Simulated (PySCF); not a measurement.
**UM06-2X/STO-3G run of SiH3S (SMILES [SiH2]S)**

What is the energy change on altering one bond length of SiH3S at UM06-2X/STO-3G? Input form: a Python script.

Program for the calculation: PySCF 2.14.0.

6 further runs of the same task are left out: 6 set aside as unsound or not needed.

### 1 The structure to begin with

The species is SiH3S (5 atoms), meant as a doublet with charge 0. As SMILES, `[SiH2]S`. The coordinates come from a PBE0-D4/def2-TZVP relaxation. This is one conformer, not always the lowest.

Bond lengths: Si1–S2 2.132 Å, Si1–H3 1.492 Å, Si1–H4 1.488 Å, S2–H5 1.344 Å. Angles: Si1–S2–H5 94.7°, S2–Si1–H3 111.4°, S2–Si1–H4 105.0°, H3–Si1–H4 110.5°.

### 2 The energy at UM06-2X/STO-3G

The input, job.py:

```python
from pyscf import gto, dft

system = gto.Mole()
system.atom = [
    ('Si', (-0.096300, -0.694000, -0.309300)),
    ('S', (0.273100, 1.406000, -0.294500)),
    ('H', (-0.094500, -1.256800, 1.073000)),
    ('H', (-1.440300, -0.843200, -0.929900)),
    ('H', (1.407800, 1.314300, 0.419300)),
]
system.max_memory = 1860
system.verbose = 4
system.basis = 'sto-3g'
system.charge = 0
system.spin = 1
system.build()

calc0 = dft.UKS(system, xc='m06-2x')
calc0.grids.level = 5
calc0.conv_tol = 1e-10
calc0.kernel()
if not calc0.converged:
    calc0 = calc0.newton().run(calc0.mo_coeff, calc0.mo_occ)

e_final = calc0.e_tot
print('E(%s) = %.9f' % ('M06-2X', e_final))
```

Launch:

```console
$ OMP_NUM_THREADS=1 python job.py
```

Standard output:

```text
PySCF version 2.14.0

[INPUT] num. atoms = 5
[INPUT] num. electrons = 33
[INPUT] charge = 0
[INPUT] spin (= nelec alpha-beta = 2S) = 1
[INPUT] symmetry False subgroup None
[INPUT] Mole.unit = angstrom
[INPUT] Symbol           X                Y                Z      unit          X                Y                Z       unit  Magmom
[INPUT]  1 Si    -0.096300000000  -0.694000000000  -0.309300000000 AA   -0.181980625796  -1.311469930448  -0.584492290328 Bohr   0.0
[INPUT]  2 S      0.273100000000   1.406000000000  -0.294500000000 AA    0.516084204619   2.656954931138  -0.556524343684 Bohr   0.0
[INPUT]  3 H     -0.094500000000  -1.256800000000   1.073000000000 AA   -0.178579118771  -2.375007793353   2.027676131658 Bohr   0.0
[INPUT]  4 H     -1.440300000000  -0.843200000000  -0.929900000000 AA   -2.721772537211  -1.593417068233  -1.757256323233 Bohr   0.0
[INPUT]  5 H      1.407800000000   1.314300000000   0.419300000000 AA    2.660356438163   2.483667045516   0.792362164030 Bohr   0.0

nuclear repulsion = 80.9278954524049
number of shells = 13
number of NR pGTOs = 63
number of NR cGTOs = 21
basis = sto-3g
ecp = {}

******** <class 'pyscf.dft.uks.UKS'> ********
method = UKS
initial guess = minao
damping factor = 0
level_shift factor = 0
DIIS = <class 'pyscf.scf.diis.CDIIS'>
diis_start_cycle = 1
diis_space = 8
diis_damp = 0
SCF conv_tol = 1e-10
SCF conv_tol_grad = None
SCF max_cycles = 50
direct_scf = True
direct_scf_tol = 1e-13
number electrons alpha = 17  beta = 16
XC library pyscf.dft.libxc version 7.0.0
    S. Lehtola, C. Steigemann, M. J.T. Oliveira, and M. A.L. Marques.,  SoftwareX 7, 1–5 (2018)
XC functionals = m06-2x
    Y. Zhao and D. G. Truhlar.,  Theor. Chem. Acc. 120, 215 (2008)
    Y. Zhao and D. G. Truhlar.,  Theor. Chem. Acc. 120, 215 (2008)
radial grids:
    Treutler-Ahlrichs [JCP 102, 346 (1995); DOI:10.1063/1.469408] (M4) radial grids

becke partition: Becke, JCP 88, 2547 (1988); DOI:10.1063/1.454033
pruning grids: <function nwchem_prune>
grids dens level: 5
symmetrized grids: False
atomic radii adjust function: <function treutler_atomic_radii_adjust>
small_rho_cutoff = 0
Set gradient conv threshold to 1e-05
tot grids = 157224
init E= -681.226559589208
[... the frontier-level lines of each cycle are left out ...]

cycle= 1 E= -681.643979818292  delta_E= -0.417  |g|= 0.17  |ddm|= 1.87
cycle= 2 E= -681.662701540585  delta_E= -0.0187  |g|= 0.111  |ddm|= 0.583
cycle= 3 E= -681.67477473381  delta_E= -0.0121  |g|= 0.0123  |ddm|= 0.247
cycle= 4 E= -681.675097678031  delta_E= -0.000323  |g|= 0.00437  |ddm|= 0.0457
cycle= 5 E= -681.675173032654  delta_E= -7.54e-05  |g|= 0.00158  |ddm|= 0.0276
cycle= 6 E= -681.675183235175  delta_E= -1.02e-05  |g|= 0.000431  |ddm|= 0.0114
cycle= 7 E= -681.675183967539  delta_E= -7.32e-07  |g|= 6.58e-05  |ddm|= 0.00353
cycle= 8 E= -681.675183981456  delta_E= -1.39e-08  |g|= 2.05e-05  |ddm|= 0.000387
cycle= 9 E= -681.675183982856  delta_E= -1.4e-09  |g|= 3.6e-06  |ddm|= 0.000136
cycle= 10 E= -681.675183982893  delta_E= -3.68e-11  |g|= 9.35e-07  |ddm|= 1.87e-05
Extra cycle  E= -681.675183982896  delta_E= -2.39e-12  |g|= 4.12e-07  |ddm|= 3.38e-06
converged SCF energy = -681.675183982896  <S^2> = 0.75140323  2S+1 = 2.0014027
E(M06-2X) = -681.675183983
```

Run time: 6.6 s. Hardware: 1 thread of Arm Neoverse V2, shared host; peak memory 0.22 GiB.

### 3 The distorted shape at the same level

The input, calc.py:

```python
from pyscf import gto, dft

mol = gto.M(
    atom='''
Si       0.172466      -0.664164      -0.185196
S        0.541866       1.435836      -0.170396
H        0.174266      -1.226964       1.197104
H       -1.440300      -0.843200      -0.929900
H        1.676566       1.344136       0.543404
''',
    max_memory=1860,
    verbose=3,
    basis='sto-3g',
    spin=1,
    charge=0,
)

myscf = dft.UKS(mol)
myscf.xc = 'm06-2x'
myscf.grids.level = 5
myscf.conv_tol = 1e-10
myscf.kernel()
if not myscf.converged:
    myscf = myscf.newton().run(myscf.mo_coeff, myscf.mo_occ)

etot = myscf.e_tot
print('Final energy', etot)
```

Launch:

```console
$ OMP_NUM_THREADS=1 python calc.py
```

Standard output:

```text
WARN: HOMO -0.110430302694508 >= LUMO -0.11043030269451

converged SCF energy = -681.639465842879  <S^2> = 0.75134409  2S+1 = 2.0013436
Final energy -681.6394658428788
```

Run time: 7.5 s. Hardware: 1 thread of Arm Neoverse V2, shared host; peak memory 0.23 GiB.

### 4 Summary of results

Level: UM06-2X/STO-3G.

| quantity | value |
| --- | --- |
| first shape: total energy | -681.67518 Eh |
| first shape: dipole moment | 1.21 D |
| first shape: HOMO energy (highest over α and β) | -3.69 eV |
| first shape: LUMO energy (lowest over α and β) | 2.36 eV |
| first shape: ⟨S²⟩ | 0.751 |
| distorted shape: total energy | -681.63947 Eh |
| distorted shape: dipole moment | 1.35 D |
| distorted shape: HOMO energy (highest over α and β) | -3.74 eV |
| distorted shape: LUMO energy (lowest over α and β) | 2.10 eV |
| distorted shape: ⟨S²⟩ | 0.751 |
| energy change with the Si1–H4 bond stretched from 1.488 to 1.785 Å | 0.972 eV |

In words: With the Si1–H4 bond stretched from 1.488 to 1.785 Å the energy rises by 0.97 eV (93.8 kJ/mol). The first shape isn't relaxed at this level, so the change isn't measured from a minimum. The minimal basis adds a large error of its own. Mulliken charges (first shape) run from -0.14 on H4 to +0.37 on Si1; they depend strongly on the basis.
